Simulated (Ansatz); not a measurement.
Cu3AsS4 (Pmn2₁, No. 31) was calculated with PBEsol (PAW; Ansatz, a program for electronic structure).

Numerical settings: plane-wave cutoff 520 eV, 6×6×6 k mesh, Fermi–Dirac smearing 0.01 eV, no spin polarisation, scalar-relativistic PAW data made under PBE.

A third-order Birch–Murnaghan fit to the energies gives V0 = 17.696 Å³/atom, B0 = 85.8 GPa, B′ = 4.8.

```json
[
 {"V (Å³/atom)": "16.988", "P (GPa)": "3.86"},
 {"V (Å³/atom)": "17.342", "P (GPa)": "1.82"},
 {"V (Å³/atom)": "17.696", "P (GPa)": "0.00"},
 {"V (Å³/atom)": "18.050", "P (GPa)": "(withheld)"},
 {"V (Å³/atom)": "18.404", "P (GPa)": "(withheld)"}
]
```

Estimate the withheld pressures from this fit; the answers are the runs' own values.


- 18.050, P (GPa): -1.62
- 18.404, P (GPa): -3.07

The formula P = (3/2) B0 (x^(7/3) − x^(5/3)) [1 + (3/4)(B′ − 4)(x^(2/3) − 1)] with x = V0/V meets the computed pressures within 0.01 GPa when these rounded values are put in.

Shape and atoms are relaxed at each volume.

Note: the gap of the solid is closed in this run; this level leaves the solid without a gap, although one is measured; the bulk modulus comes from volumes at which shape and atoms were relaxed.

Static lattice: no zero-point or thermal effects.
